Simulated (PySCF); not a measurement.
Constitutional and geometric isomers with formula C2H2O. Isolated molecules, 0 K electronic values unless said otherwise. Strings in code marks are SMILES.

The numbers are results of PySCF with ωB97X-D3(BJ)/def2-TZVP // PBE0-D3(BJ)/def2-TZVP, not measurements. All candidates: neutral, multiplicity 1. Excitations are Tamm–Dancoff values on a coarser integration grid. The basis has no diffuse functions, so Rydberg states are missing or too high.

The dipole moment is 1.75 D and the T1 excitation (TDA) comes out as 6.00 eV. The HOMO is -9.75 eV.

Task: Name which member has these values.
A. `C=C=O`
B. `C#CO`
C. `C1=CO1`

Result: B, `C#CO`. The others give `C1=CO1`: 2.41 D, 2.70 eV, -8.34 eV; `C=C=O`: 1.43 D, 3.69 eV, -9.52 eV
